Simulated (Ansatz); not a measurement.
# C3H3F (SMILES C#CCF): single points off equilibrium

A test off equilibrium: a structure displaced at random from a GFN2-xTB minimum is computed at several levels, and each is set against CCSD(T).

Computed with Ansatz 0.2.0, Gaussian basis. Level: single points in def2-TZVPP.

Cores are frozen in the correlated methods.

## 1. Where the work starts

SMILES `C#CCF`, 7 atoms, charge 0, spin multiplicity 1.

Atoms are counted from 1 here; the program's logs count them from 0.

Bond lengths: C1–C2 1.135 Å, C1–H5 1.154 Å, C2–C3 1.478 Å, C3–F4 1.355 Å, C3–H6 1.039 Å, C3–H7 1.188 Å. Angles: C2–C1–H5 174.5°, C1–C2–C3 175.7°, C2–C3–F4 111.3°, C2–C3–H6 105.9°, C2–C3–H7 107.2°, F4–C3–H6 108.4°, F4–C3–H7 110.2°, H6–C3–H7 113.7°.

Geometry (Å):

```
atom    x (Å)    y (Å)    z (Å)
  C1  -1.0561   0.8714  -0.9277
  C2  -0.2841   0.3178  -0.3067
  C3   0.6389  -0.4664   0.5405
  F4   0.1352  -1.6940   0.8131
  H5  -1.8076   1.5266  -1.5085
  H6   1.5067  -0.5841  -0.0184
  H7   0.7976   0.1449   1.5473
```

## 2. CCSD(T)/def2-TZVPP

run/in.yaml

```yaml
crystal:
  periodic: [false, false, false]
  atoms:
    - {symbol: C, position_ang: [-1.056100, 0.871400, -0.927700]}
    - {symbol: C, position_ang: [-0.284100, 0.317800, -0.306700]}
    - {symbol: C, position_ang: [0.638900, -0.466400, 0.540500]}
    - {symbol: F, position_ang: [0.135200, -1.694000, 0.813100]}
    - {symbol: H, position_ang: [-1.807600, 1.526600, -1.508500]}
    - {symbol: H, position_ang: [1.506700, -0.584100, -0.018400]}
    - {symbol: H, position_ang: [0.797600, 0.144900, 1.547300]}
basis:
  gaussian: {orbitals: def2-TZVPP}
correlation: {method: ccsd_t}
output: {forces: true}
```

No record of the launch command was kept for these runs.

## 3. PBE0-D4/def2-TZVPP

Changes to run/in.yaml since step 2:

```diff
@@ -12,3 +12,3 @@
   gaussian: {orbitals: def2-TZVPP}
-correlation: {method: ccsd_t}
-output: {forces: true}
+hamiltonian: {xc: pbe0, dispersion: d4}
+output: {forces: true, orbitals: {seedname: orbitals}}
```

## 4. wB97M-V/def2-TZVPP

Changes to run/in.yaml since step 3:

```diff
@@ -12,3 +12,3 @@
   gaussian: {orbitals: def2-TZVPP}
-hamiltonian: {xc: pbe0, dispersion: d4}
-output: {forces: true, orbitals: {seedname: orbitals}}
+hamiltonian: {xc: {name: wB97M-V}}
+output: {forces: true}
```

## 5. r2SCAN-D4/def2-TZVPP

Changes to run/in.yaml since step 4:

```diff
@@ -12,3 +12,3 @@
   gaussian: {orbitals: def2-TZVPP}
-hamiltonian: {xc: {name: wB97M-V}}
+hamiltonian: {xc: r2scan, dispersion: d4}
 output: {forces: true}
```

## 6. PBE-D4/def2-TZVPP

Changes to run/in.yaml since step 5:

```diff
@@ -12,3 +12,3 @@
   gaussian: {orbitals: def2-TZVPP}
-hamiltonian: {xc: r2scan, dispersion: d4}
+hamiltonian: {xc: pbe, dispersion: d4}
 output: {forces: true}
```

## 7. SPW92/def2-TZVPP

Changes to run/in.yaml since step 6:

```diff
@@ -12,3 +12,3 @@
   gaussian: {orbitals: def2-TZVPP}
-hamiltonian: {xc: pbe, dispersion: d4}
+hamiltonian: {xc: lda}
 output: {forces: true}
```

## 8. LC-wPBE/def2-TZVPP

Changes to run/in.yaml since step 7:

```diff
@@ -12,3 +12,3 @@
   gaussian: {orbitals: def2-TZVPP}
-hamiltonian: {xc: lda}
+hamiltonian: {xc: {name: LC-wPBE}}
 output: {forces: true}
```

(Steps that only read results are left out.)

**Question.** What will these runs give? Wanted: energy less free atoms, CCSD(T)/def2-TZVPP; RMS force component; RMS force error; HOMO and LUMO, PBE0-D4; T1 diagnostic.

The runs gave:

```
                                  quantity                                                                                         value
energy less free atoms, CCSD(T)/def2-TZVPP                                                                                    -29.093 eV
                       RMS force component                                                          3.170 to 3.666 eV/Å over the methods
                           RMS force error  PBE0-D4 0.332, wB97M-V 0.409, r2SCAN-D4 0.254, PBE-D4 0.221, SPW92 0.378, LC-wPBE 0.551 eV/Å
                    HOMO and LUMO, PBE0-D4                                                                             -8.39 and 0.54 eV
                             T1 diagnostic                                                                                         0.011
```

Against CCSD(T) the functionals' energies less atoms differ by -5.925 to -0.936 eV, PBE-D4 by -1.969 eV. The reference is not at the basis limit: in triple zeta CCSD(T) underbinds, which counts against methods that bind more; the gaps are no ranking. For forces PBE-D4 does best and LC-wPBE worst. Frozen-core CCSD(T) forces in triple zeta carry basis errors of their own, and this is one geometry, so small gaps rank nothing.
